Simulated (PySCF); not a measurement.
Amide anion, NH2 (charge -1).
Z-matrix (Å and degrees, PBE0-D3(BJ)/def2-SVP geometry), rows numbered from 1:
```
N 
H   1  1.0515
H   1  1.0514  2   96.07
```

The closed-shell ground state was solved at several levels (PySCF, density fitting, gas phase, non-relativistic). The HOMO energy is positive, so at this level the finite basis confines the outermost electrons. No diffuse functions stand in pcJ-1, pcSseg-1 and pcSseg-2, which bears on an anion's orbital energies.

```
            level  basis functions  HOMO (eV)  LUMO (eV)  gap (eV)
      B3LYP/pcJ-1               47       3.84       8.44      4.60
    PBE0/pcSseg-1               27       3.52       8.69      5.17
mPW1PW91/pcSseg-2               64       2.30       6.48      4.18
```

Task: Estimate the row for B3LYP/def2-SVPD, a basis of 36 functions; the other rows only guide the guess.

Result: HOMO 2.41 eV, LUMO 7.00 eV, gap 4.59 eV.

Task: Over all these levels, which gives the widest orbital gap and which the narrowest?

Result: PBE0/pcSseg-1 (global hybrid, 25 % exact exchange) has the widest, 5.17 eV, and mPW1PW91/pcSseg-2 (global hybrid, 25 % exact exchange) the narrowest, 4.18 eV. Functional and basis both differ between the two, so the spread mixes both effects.
